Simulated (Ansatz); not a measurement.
# UCCSDT/STO-3G run of SiNH3 (SMILES [N][SiH3])

What is the vertical ionisation energy of SiNH3 at UCCSDT/STO-3G? 

The calculation is run with Ansatz 0.2.0.

51 further runs of the same task are left out: 5 that didn't finish, 46 set aside as unsound or not needed.

### Step 1. The system as given

SiNH3 has 5 atoms, charge 0, and is taken as a triplet. SMILES: `[N][SiH3]`. Geometry: relaxed at GFN2-xTB.

Bond lengths: N1–Si2 1.655 Å, Si2–H3 1.476 Å, Si2–H4 1.476 Å, Si2–H5 1.476 Å. Angles: N1–Si2–H3 111.3°, N1–Si2–H4 111.1°, N1–Si2–H5 111.1°, H3–Si2–H4 107.7°, H3–Si2–H5 107.7°, H4–Si2–H5 107.7°.

### Step 2. A single-point energy at UCCSDT/STO-3G

The input, run.yaml:

```yaml
crystal:
  periodic: [false, false, false]
  atoms:
    - {symbol: "N", position_ang: [-1.536630, 0.334330, 0.479510]}
    - {symbol: Si, position_ang: [0.010240, -0.002340, -0.003820]}
    - {symbol: H, position_ang: [0.064950, -0.313200, -1.445390]}
    - {symbol: H, position_ang: [0.555100, -1.162980, 0.727210]}
    - {symbol: H, position_ang: [0.906340, 1.144190, 0.242490]}
basis:
  gaussian:
    orbitals: STO-3G
magnetization:
  spin_polarized: true
  initial_magnetization: 2
correlation:
  method: ccsdt
  frozen_orbitals: {H: 0, "N": 1, Si: 5}
accuracy: high
scf:
  omitted_lower_state_checks: [cluster_reference, increment]
```

Started as:

```console
$ ansatz run run.yaml --threads 1 --pin off --max-ram 2610MiB --events-out events.jsonl --progress --plain --runs-dir runs
```

Standard output:

```text
Warning: RAYON_NUM_THREADS=1 ignored (pool sized by the plan → 1); use --threads N
Functional definition: HF
  name "HF"
  exchange = exact_x
  correlation = 0
these checks for a lower state are left out or cut short: cluster_reference, increment
291 factors; integrals over basis functions are off by at most 1.1e-8 eV
mean field evaluation 1: about -9278.5865 eV, gradient 1.1e1 eV
mean field evaluation 2: about -9278.5981 eV, gradient 1.1e1 eV
mean field evaluation 4: about -9279.9840 eV, gradient 8.6e-1 eV
mean field evaluation 8: about -9279.9950 eV, gradient 2.0e-6 eV
mean field -9279.99503380 eV, -341.0335272857 hartree, gradient 7.0e-8 eV, S^2 2.013992; 0 other end points of the search recorded, 0 dependent functions left out
6 core orbitals not correlated: weight in the atoms' cores, before any rotation towards them, 1.000 or more for the frozen orbitals, at most 0.000 for the correlated occupied ones
reference -9279.99503380 eV, -341.0335272857 hartree; 7, 5 occupied and 4, 6 virtual orbitals, 291 factors
second order -1.33916035 eV of doubles, -0.00000000 eV of singles
cycle   1  -1.75176206 eV  change   -4.1e-1 eV  update   5.7e-2
cycle   2  -2.01595782 eV  change   -2.6e-1 eV  update   2.5e-2
cycle   3  -2.03267917 eV  change   -1.7e-2 eV  update   6.9e-3
cycle   4  -2.04086926 eV  change   -8.2e-3 eV  update   3.8e-3
cycle   5  -2.04149121 eV  change   -6.2e-4 eV  update   1.4e-3
cycle   6  -2.04110459 eV  change    3.9e-4 eV  update   6.0e-4
cycle   7  -2.04104838 eV  change    5.6e-5 eV  update   2.3e-4
cycle   8  -2.04122840 eV  change   -1.8e-4 eV  update   8.3e-5
cycle   9  -2.04123948 eV  change   -1.1e-5 eV  update   3.5e-5
cycle  10  -2.04122273 eV  change    1.7e-5 eV  update   1.4e-5
cycle  11  -2.04121792 eV  change    4.8e-6 eV  update   6.4e-6
cycle  12  -2.04121734 eV  change    5.9e-7 eV  update   2.7e-6
cycle  13  -2.04122017 eV  change   -2.8e-6 eV  update   1.0e-6
cycle  14  -2.04122086 eV  change   -6.9e-7 eV  update   4.3e-7
cycle  15  -2.04122069 eV  change    1.7e-7 eV  update   2.2e-7
cycle  16  -2.04122036 eV  change    3.3e-7 eV  update   1.4e-7
cycle  17  -2.04122030 eV  change    6.3e-8 eV  update   7.8e-8
cycle  18  -2.04122030 eV  change    2.0e-9 eV  update   5.0e-8
cycle  19  -2.04122034 eV  change   -4.6e-8 eV  update   3.1e-8
cycle  20  -2.04122034 eV  change   -1.8e-9 eV  update   2.1e-8
cycle  21  -2.04122021 eV  change    1.4e-7 eV  update   5.1e-8
cycle  22  -2.04122016 eV  change    5.0e-8 eV  update   2.1e-8
cycle  23  -2.04122015 eV  change    9.0e-9 eV  update   7.4e-9
cycle  24  -2.04122015 eV  change   2.3e-11 eV  update   3.8e-9
cycle  25  -2.04122015 eV  change  -4.4e-10 eV  update   1.9e-9
cycle  26  -2.04122015 eV  change  -7.0e-11 eV  update  8.0e-10
Total energy: -9282.03625395 eV, -341.1085407425 hartree
Checks for a lower state left out: cluster_reference, increment
```

It took 0.54 s on 1 thread of Arm Neoverse V1, shared host.

### Step 3. The doublet cation at the same level

The input, job.yaml:

```yaml
crystal:
  periodic: [false, false, false]
  atoms:
    - {symbol: "N", position_ang: [-1.536630, 0.334330, 0.479510]}
    - {symbol: Si, position_ang: [0.010240, -0.002340, -0.003820]}
    - {symbol: H, position_ang: [0.064950, -0.313200, -1.445390]}
    - {symbol: H, position_ang: [0.555100, -1.162980, 0.727210]}
    - {symbol: H, position_ang: [0.906340, 1.144190, 0.242490]}
basis:
  gaussian:
    orbitals: STO-3G
total_charge: 1
magnetization:
  spin_polarized: true
  initial_magnetization: 1
correlation:
  method: ccsdt
  frozen_orbitals: {H: 0, "N": 1, Si: 5}
accuracy: high
scf:
  omitted_lower_state_checks: [cluster_reference, increment]
```

Started as:

```console
$ ansatz run job.yaml --threads 1 --pin off --max-ram 2610MiB --events-out events.jsonl --progress --plain --runs-dir runs
```

Standard output:

```text
Warning: RAYON_NUM_THREADS=1 ignored (pool sized by the plan → 1); use --threads N
[... 17 lines left out ...]
6 core orbitals not correlated: weight in the atoms' cores, before any rotation towards them, 1.000 or more for the frozen orbitals, at most 0.000 for the correlated occupied ones
[... 190 lines left out ...]
Total energy: -9273.28576730 eV, -340.7869662896 hartree
Checks for a lower state left out: cluster_reference, increment
```

It took 2.1 s on 1 thread of Arm Neoverse V1, shared host.

### Step 4. What came out

Level: UCCSDT/STO-3G, 6 core orbitals frozen.

| quantity | value |
| --- | --- |
| triplet SiNH3: total energy | -341.10854 Eh |
| triplet SiNH3: correlation energy (6 core orbitals frozen) | -75.0 mEh |
| triplet SiNH3: ⟨S²⟩ of the reference determinant | 2.014 |
| triplet SiNH3: T1 diagnostic | 0.009 |
| doublet cation: total energy | -340.78697 Eh |
| doublet cation: correlation energy (6 core orbitals frozen) | -90.3 mEh |
| doublet cation: ⟨S²⟩ of the reference determinant | 1.524 |
| doublet cation: T1 diagnostic | 0.156 |
| vertical ionisation energy (to the doublet cation) | 8.750 eV |

In words: Removing an electron at fixed nuclei costs 8.75 eV (202 kcal/mol). In a minimal basis such a difference can be off by several eV, whatever the method. ⟨S²⟩ (doublet cation) is 1.52 where a pure doublet has 0.75: the reference is spin-contaminated. The T1 diagnostic (doublet cation) of 0.156 is above the customary mark for such species, so a single reference may not serve.
